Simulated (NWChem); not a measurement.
System: LiF anion, doublet; SMILES of the neutral closed-shell parent [Li][F]

NWChem printed, in part:

```
             Northwest Computational Chemistry Package (NWChem) 7.3.0
             --------------------------------------------------------

 ORDER OF PRIMARY AXIS IS BEING SET TO 4
 C4V symmetry detected

                             Geometry "geometry" -> ""
                             -------------------------

 Output coordinates in angstroms (scale by  1.889725989 to convert to a.u.)

  No.       Tag          Charge          X              Y              Z
 ---- ---------------- ---------- -------------- -------------- --------------
    1 Li                   3.0000     0.00000000     0.00000000    -1.22917425
    2 F                    9.0000     0.00000000     0.00000000     0.40972475

 Effective nuclear repulsion energy (a.u.)       8.7179171645

      Symmetry information
      --------------------

 Group name             C4v
 Group number             18
 Group order               8
 No. of unique centers     2

  xc_inp: hfexch multiplicative factor not found.

                                 NWChem DFT Module
                                 -----------------

 Summary of "ao basis" -> "ao basis" (spherical)
 ------------------------------------------------------------------------------
       Tag                 Description            Shells   Functions and Types
 ---------------- ------------------------------  ------  ---------------------
 Li                         cc-pvdz                  6       14   3s2p1d
 F                          cc-pvdz                  6       14   3s2p1d

      Symmetry analysis of basis
      --------------------------

        a1         12
        a2          0
        b1          2
        b2          2
        e          12

            General Information
            -------------------
          SCF calculation type: DFT
          Wavefunction type:  spin polarized.
          No. of atoms     :     2
          No. of electrons :    13
           Alpha electrons :     7
            Beta electrons :     6
          Charge           :    -1
          Spin multiplicity:     2
          Use of symmetry is: on ; symmetry adaption is: on
          Maximum number of iterations: 150
          AO basis - number of functions:    28
                     number of shells:    12
          Convergence on energy requested:  1.00D-06
          Convergence on density requested:  1.00D-05
          Convergence on gradient requested:  5.00D-04

              XC Information
              --------------
                     Hartree-Fock (Exact) Exchange  1.000

      Superposition of Atomic Density Guess
      -------------------------------------

 Sum of atomic energies:        -106.81628602

 Renormalizing density from      12.00 to     13

      Non-variational initial energy
      ------------------------------

 Total energy =    -111.558131
 1-e energy   =    -179.696390
 2-e energy   =      59.420343
 HOMO         =       0.125986
 LUMO         =       0.191375

   Symmetry analysis of molecular orbitals - initial alpha
   -------------------------------------------------------

 !! scf_movecs_sym_adapt:    4 vectors were symmetry contaminated

  Symmetry fudging

 !! scf_movecs_sym_adapt:    2 vectors were symmetry contaminated

  Numbering of irreducible representations:

     1 a1          2 a2          3 b1          4 b2          5 e

  Orbital symmetries:

     1 a1          2 a1          3 a1          4 a1          5 e
     6 e           7 a1          8 e           9 e          10 a1
    11 a1         12 e          13 e          14 a1         15 b1
    16 b2         17 e

   Symmetry analysis of molecular orbitals - initial beta
   ------------------------------------------------------

 !! scf_movecs_sym_adapt:    4 vectors were symmetry contaminated

  Symmetry fudging

 !! scf_movecs_sym_adapt:    2 vectors were symmetry contaminated

  Numbering of irreducible representations:

     1 a1          2 a2          3 b1          4 b2          5 e

  Orbital symmetries:

     1 a1          2 a1          3 a1          4 a1          5 e
     6 e           7 a1          8 e           9 e          10 a1
    11 a1         12 e          13 e          14 a1         15 b1
    16 b2         17 e

     ---------------------------------------------
      Total Density - Mulliken Population Analysis
     ---------------------------------------------

    Atom       Charge   Shell Charges
 -----------   ------   -------------------------------------------------------
    1 Li   3     3.59   2.00 -0.04  0.94  0.28  0.26  0.15
    2 F    9     9.41   2.00  0.78  1.13  2.78  2.72  0.00

     --------------------------------------------
      Spin Density - Mulliken Population Analysis
     --------------------------------------------

    Atom       Charge   Shell Charges
 -----------   ------   -------------------------------------------------------
    1 Li   3     0.98  -0.00 -0.15  0.94  0.04  0.15  0.00
    2 F    9     0.02  -0.00  0.00  0.00  0.01  0.01  0.00

 !! scf_movecs_sym_adapt:    4 vectors were symmetry contaminated

  Symmetry fudging

 !! scf_movecs_sym_adapt:    2 vectors were symmetry contaminated

   convergence    iter        energy       DeltaE   RMS-Dens  Diis-err
 ---------------- ----- ----------------- --------- --------- ---------
 d= 0,ls=0.0,diis     1   -106.8098858687 -1.16D+02  1.85D-02  4.24D-01
                                                     1.32D-02  4.26D-01

 !! scf_movecs_sym_adapt:    4 vectors were symmetry contaminated

  Symmetry fudging

 !! scf_movecs_sym_adapt:    4 vectors were symmetry contaminated

 d= 0,ls=0.0,diis     2   -106.8884935748 -7.86D-02  6.12D-03  1.99D-01
                                                     5.30D-03  1.96D-01

 !! scf_movecs_sym_adapt:    4 vectors were symmetry contaminated

  Symmetry fudging

 !! scf_movecs_sym_adapt:    4 vectors were symmetry contaminated

  Symmetry fudging

 !! scf_movecs_sym_adapt:    4 vectors were symmetry contaminated

 d= 0,ls=0.0,diis     3   -106.9484994889 -6.00D-02  4.09D-03  4.29D-04
                                                     5.87D-04  2.47D-04

 !! scf_movecs_sym_adapt:    4 vectors were symmetry contaminated

  Symmetry fudging

 !! scf_movecs_sym_adapt:    4 vectors were symmetry contaminated

 !! scf_movecs_sym_adapt:    4 vectors were symmetry contaminated

  Symmetry fudging

 !! scf_movecs_sym_adapt:    2 vectors were symmetry contaminated

 d= 0,ls=0.0,diis     4   -106.9492626312 -7.63D-04  2.25D-03  3.98D-05
                                                     1.86D-04  1.10D-05

 !! scf_movecs_sym_adapt:    4 vectors were symmetry contaminated

  Symmetry fudging

 !! scf_movecs_sym_adapt:    2 vectors were symmetry contaminated

 !! scf_movecs_sym_adapt:    4 vectors were symmetry contaminated

  Symmetry fudging

 !! scf_movecs_sym_adapt:    4 vectors were symmetry contaminated

 d= 0,ls=0.0,diis     5   -106.9493898514 -1.27D-04  6.98D-04  3.28D-06
                                                     6.41D-05  8.97D-07

 !! scf_movecs_sym_adapt:    4 vectors were symmetry contaminated

  Symmetry fudging

 !! scf_movecs_sym_adapt:    2 vectors were symmetry contaminated

 !! scf_movecs_sym_adapt:    2 vectors were symmetry contaminated

  Symmetry fudging
  Resetting Diis
 d= 0,ls=0.0,diis     6   -106.9493991301 -9.28D-06  7.40D-05  8.87D-08
                                                     1.77D-05  1.13D-07

 !! scf_movecs_sym_adapt:    4 vectors were symmetry contaminated

  Symmetry fudging

 !! scf_movecs_sym_adapt:    2 vectors were symmetry contaminated

  Symmetry fudging

 !! scf_movecs_sym_adapt:    2 vectors were symmetry contaminated

 d= 0,ls=0.0,diis     7   -106.9493993391 -2.09D-07  1.09D-05  7.94D-09
                                                     2.59D-06  1.04D-08

 !! scf_movecs_sym_adapt:    2 vectors were symmetry contaminated

  Symmetry fudging

 !! scf_movecs_sym_adapt:    2 vectors were symmetry contaminated

 !! scf_movecs_sym_adapt:    2 vectors were symmetry contaminated

  Symmetry fudging

 !! scf_movecs_sym_adapt:    2 vectors were symmetry contaminated

 d= 0,ls=0.0,diis     8   -106.9493993511 -1.19D-08  1.07D-05  4.80D-09
                                                     1.88D-06  1.92D-09

 !! scf_movecs_sym_adapt:    2 vectors were symmetry contaminated

  Symmetry fudging

 !! scf_movecs_sym_adapt:    2 vectors were symmetry contaminated

 !! scf_movecs_sym_adapt:    4 vectors were symmetry contaminated

  Symmetry fudging

 !! scf_movecs_sym_adapt:    2 vectors were symmetry contaminated

 d= 0,ls=0.0,diis     9   -106.9493993571 -6.01D-09  3.95D-06  1.13D-10
                                                     1.31D-06  1.74D-09

         Total DFT energy =     -106.949399357066
      One electron energy =     -170.749171104914
           Coulomb energy =       67.202288613379
    Exchange-Corr. energy =      -12.120434030036
 Nuclear repulsion energy =        8.717917164506

 Numeric. integr. density =        0.000000000000

                  Occupations of the irreducible representations
                  ----------------------------------------------

                     irrep           alpha         beta
                     --------     --------     --------
                     a1                5.0          4.0
                     a2                0.0          0.0
                     b1                0.0          0.0
                     b2                0.0          0.0
                     e                 2.0          2.0

                    DFT Final Alpha Molecular Orbital Analysis
                    ------------------------------------------

 Vector    5  Occ=1.000000D+00  E=-2.980719D-01  Symmetry=e
              MO Center= -2.1D-18,  1.8D-17,  3.7D-01, r^2= 5.9D-01
   Bfn.  Coefficient  Atom+Function         Bfn.  Coefficient  Atom+Function
  ----- ------------  ---------------      ----- ------------  ---------------
    19      0.605070  2 F  py                22      0.453768  2 F  py
    18      0.162888  2 F  px                21      0.122157  2 F  px
     5      0.109722  1 Li py                11      0.062498  1 Li d -1
     4      0.029538  1 Li px

 Vector    6  Occ=1.000000D+00  E=-2.980719D-01  Symmetry=e
              MO Center= -2.1D-16,  4.8D-17,  3.7D-01, r^2= 5.9D-01
   Bfn.  Coefficient  Atom+Function         Bfn.  Coefficient  Atom+Function
  ----- ------------  ---------------      ----- ------------  ---------------
    18      0.605070  2 F  px                21      0.453768  2 F  px
    19     -0.162888  2 F  py                22     -0.122157  2 F  py
     4      0.109722  1 Li px                13     -0.062498  1 Li d  1
     5     -0.029538  1 Li py

 Vector    7  Occ=1.000000D+00  E=-6.106017D-03  Symmetry=a1
              MO Center= -2.7D-14, -3.2D-14, -2.7D+00, r^2= 6.5D+00
   Bfn.  Coefficient  Atom+Function         Bfn.  Coefficient  Atom+Function
  ----- ------------  ---------------      ----- ------------  ---------------
     3      0.874099  1 Li s                  9     -0.399711  1 Li pz
     6     -0.208822  1 Li pz                 1     -0.142867  1 Li s
     2     -0.035401  1 Li s                 12      0.029872  1 Li d  0
    23      0.026534  2 F  pz

 Vector    8  Occ=0.000000D+00  E= 1.693630D-01  Symmetry=e
              MO Center=  3.5D-14,  4.0D-14, -1.3D+00, r^2= 1.6D+01
   Bfn.  Coefficient  Atom+Function         Bfn.  Coefficient  Atom+Function
  ----- ------------  ---------------      ----- ------------  ---------------
     8      0.816432  1 Li py                 7      0.699951  1 Li px
     5     -0.101697  1 Li py                 4     -0.087188  1 Li px
    11     -0.051386  1 Li d -1              19     -0.050106  2 F  py
    13      0.044055  1 Li d  1              18     -0.042957  2 F  px
    22     -0.042243  2 F  py                21     -0.036216  2 F  px

 Vector    9  Occ=0.000000D+00  E= 1.693630D-01  Symmetry=e
              MO Center= -8.1D-16,  6.9D-16, -1.3D+00, r^2= 1.6D+01
   Bfn.  Coefficient  Atom+Function         Bfn.  Coefficient  Atom+Function
  ----- ------------  ---------------      ----- ------------  ---------------
     7      0.816432  1 Li px                 8     -0.699951  1 Li py
     4     -0.101697  1 Li px                 5      0.087188  1 Li py
    13      0.051386  1 Li d  1              18     -0.050106  2 F  px
    11      0.044055  1 Li d -1              19      0.042957  2 F  py
    21     -0.042243  2 F  px                22      0.036216  2 F  py

 Vector   10  Occ=0.000000D+00  E= 2.060528D-01  Symmetry=a1
              MO Center=  5.5D-16,  2.2D-16,  1.4D-01, r^2= 1.4D+01
   Bfn.  Coefficient  Atom+Function         Bfn.  Coefficient  Atom+Function
  ----- ------------  ---------------      ----- ------------  ---------------
     9      1.070277  1 Li pz                 3      0.679655  1 Li s
     6     -0.395588  1 Li pz                 2     -0.244788  1 Li s
     1     -0.166398  1 Li s                 12     -0.126075  1 Li d  0
    23     -0.117107  2 F  pz                16     -0.056046  2 F  s
    20     -0.027121  2 F  pz

                     DFT Final Beta Molecular Orbital Analysis
                     -----------------------------------------

 Vector    4  Occ=1.000000D+00  E=-3.205225D-01  Symmetry=a1
              MO Center=  4.1D-17, -8.1D-17,  4.1D-01, r^2= 5.5D-01
   Bfn.  Coefficient  Atom+Function         Bfn.  Coefficient  Atom+Function
  ----- ------------  ---------------      ----- ------------  ---------------
    20      0.629355  2 F  pz                23      0.499650  2 F  pz
     2     -0.109200  1 Li s                  6     -0.076603  1 Li pz
     3      0.070020  1 Li s                  9      0.068200  1 Li pz
     1      0.063170  1 Li s                 16      0.032620  2 F  s
    17      0.031850  2 F  s

 Vector    5  Occ=1.000000D+00  E=-2.997732D-01  Symmetry=e
              MO Center=  2.7D-16,  3.1D-15,  3.7D-01, r^2= 5.8D-01
   Bfn.  Coefficient  Atom+Function         Bfn.  Coefficient  Atom+Function
  ----- ------------  ---------------      ----- ------------  ---------------
    19      0.622019  2 F  py                22      0.465740  2 F  py
     5      0.106335  1 Li py                18     -0.089206  2 F  px
    21     -0.066793  2 F  px                11      0.064574  1 Li d -1

 Vector    6  Occ=1.000000D+00  E=-2.997732D-01  Symmetry=e
              MO Center= -1.1D-16, -2.7D-16,  3.7D-01, r^2= 5.8D-01
   Bfn.  Coefficient  Atom+Function         Bfn.  Coefficient  Atom+Function
  ----- ------------  ---------------      ----- ------------  ---------------
    18      0.622019  2 F  px                21      0.465740  2 F  px
     4      0.106335  1 Li px                19      0.089206  2 F  py
    22      0.066793  2 F  py                13     -0.064574  1 Li d  1

 Vector    7  Occ=0.000000D+00  E= 1.892203D-01  Symmetry=e
              MO Center=  6.8D-15,  1.7D-15, -1.3D+00, r^2= 1.6D+01
   Bfn.  Coefficient  Atom+Function         Bfn.  Coefficient  Atom+Function
  ----- ------------  ---------------      ----- ------------  ---------------
     7      1.023115  1 Li px                 8     -0.456232  1 Li py
     4     -0.196332  1 Li px                 5      0.087549  1 Li py
    18     -0.053331  2 F  px                21     -0.049709  2 F  px
    13      0.025794  1 Li d  1

 Vector    8  Occ=0.000000D+00  E= 1.892203D-01  Symmetry=e
              MO Center= -6.9D-16, -1.8D-15, -1.3D+00, r^2= 1.6D+01
   Bfn.  Coefficient  Atom+Function         Bfn.  Coefficient  Atom+Function
  ----- ------------  ---------------      ----- ------------  ---------------
     8      1.023115  1 Li py                 7      0.456232  1 Li px
     5     -0.196332  1 Li py                 4     -0.087549  1 Li px
    19     -0.053331  2 F  py                22     -0.049709  2 F  py
    11     -0.025794  1 Li d -1

[...]
```

Level: UHF/cc-pVDZ. Sets without diffuse functions describe the anion's extra electron poorly. All runs use the structure optimised with B3LYP/def2-SVPD, spin-unrestricted. The spin multiplicity was typed, not searched, and may not be the lowest. No stability test was run on the SCF state.

### Question
Which NWChem input produces such a log?

### Answer
One answer among several that fit: the input that was run:
```
start job
memory heap 200 mb stack 900 mb global 1100 mb
charge -1
geometry units angstroms noautoz
  Li     0.000000     0.000000    -1.285302
  F      0.000000     0.000000     0.353597
end
basis spherical
  * library cc-pvdz
end
dft
  odft
  mult 2
  xc hfexch
  iterations 150
  mulliken
end
task dft energy
```
